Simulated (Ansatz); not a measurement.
For hcp Be, PBE-D4 (PAW; Ansatz, a program for electronic structure) gives:

| Quantity | Value |
|---|---|
| lattice constant a | 2.248 Å |
| c axis length | 3.546 Å |

**Question.** What does HSE06 in Ansatz (plane waves, PAW) give for the same quantities?

**Answer.** 
- lattice constant a: 2.257 Å (rises by 0.4 %)
- lattice parameter c: 3.567 Å (increases by 0.6 %)

For comparison: lattice constant a 2.286 Å (measured, 293 K, no zero-point or thermal correction, our sources range from 2.286 to 2.290; as tabulated in Wikipedia's data pages); lattice parameter c 3.584 Å (measured, 293 K, no zero-point or thermal correction; as tabulated in Wikipedia's data pages).

Changes are worked out from the printed values.

Unless a cell is named, each level is at its own relaxed cell (PBE-D4 7.76, HSE06 7.87 Å³/atom).

Ansatz's density-functional and Hartree–Fock values are scalar-relativistic unless marked +SOC, with PAW data made under PBE.
